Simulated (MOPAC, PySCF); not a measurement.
AlF$_{3}$, SMILES `[F][Al]([F])[F]`, neutral singlet in the gas phase. 

Cartesian coordinates (Å):
```xyz
4

F     -0.8790    -1.3777     0.0003
Al     0.0000     0.0000     0.0001
F      1.6326    -0.0724    -0.0001
F     -0.7536     1.4501    -0.0003
```
Charge 0, multiplicity 1.

All levels are single points at this geometry (B3LYP-D3(BJ)/def2-TZVP); Pople sets use spherical d functions. Orbital energies aren't observables, and empty levels follow the basis.

| level | HOMO (eV) | LUMO (eV) | gap (eV) | dipole (D) | vertical IE, Delta-SCF (eV) |
|---|---|---|---|---|---|
| B3LYP-D3(BJ)/def2-TZVP in PySCF | -11.41 | -1.92 | 9.49 | 0.00 | 14.32 |
| PBE/6-31G* in PySCF | -8.99 | -2.10 | 6.89 | 0.00 | 13.09 |
| SVWN5/6-31G* in PySCF | -9.22 | -2.33 | 6.89 | 0.00 | 13.39 |
| AM1 in MOPAC | -13.69 | 0.06 | 13.75 | 0.00 | – |
| PM3 in MOPAC | -15.22 | -2.15 | 13.07 | 0.00 | – |
| PM6 in MOPAC | -14.55 | 0.99 | 15.54 | 0.00 | – |
